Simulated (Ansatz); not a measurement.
System: cubic perovskite KTaO₃. Method: HSE06 (Ansatz, a quantum-chemistry and plane-wave program, plane waves, PAW).

Run with plane-wave cutoff 520 eV, 6×6×6 k mesh, scalar-relativistic PAW data made under PBE.

Computed at the level's own relaxed cell.

```xyz
5
Lattice="3.9862 0.0000 0.0000 0.0000 3.9862 0.0000 0.0000 0.0000 3.9862" Properties=species:S:1:pos:R:3 pbc="T T T"
K      0.0000     0.0000     0.0000
Ta     1.9931     1.9931     1.9931
O      1.9931     0.0000     1.9931
O      0.0000     1.9931     1.9931
O      1.9931     1.9931     0.0000
```

**Question.** Give the elastic tensor (Voigt notation, GPa, ions relaxed, in the Cartesian axes of the cell as printed).

**Answer.** 
```
  465.6    85.1    85.1     0.0     0.0     0.0
   85.1   465.6    85.1     0.0     0.0     0.0
   85.1    85.1   465.6     0.0     0.0     0.0
    0.0     0.0     0.0   109.5     0.0     0.0
    0.0     0.0     0.0     0.0   109.5     0.0
    0.0     0.0     0.0     0.0     0.0   109.5
```

Measured, for comparison: elastic constant C11 431 GPa, elastic constant C12 103 GPa, elastic constant C44 109 GPa (temperature not stated, no zero-point or thermal correction; as tabulated in arXiv:2111.11352). Computed (rounded) less measured: elastic constant C11 +8 %, elastic constant C12 -17 %, elastic constant C44 0.0 %. A static lattice is as a rule a little smaller and stiffer than an uncorrected measurement, which narrows the difference in the elastic constant C11 and would widen misses of the other sign.

Spin–orbit coupling is not included.

The computed numbers hold no vibrational or temperature effects.
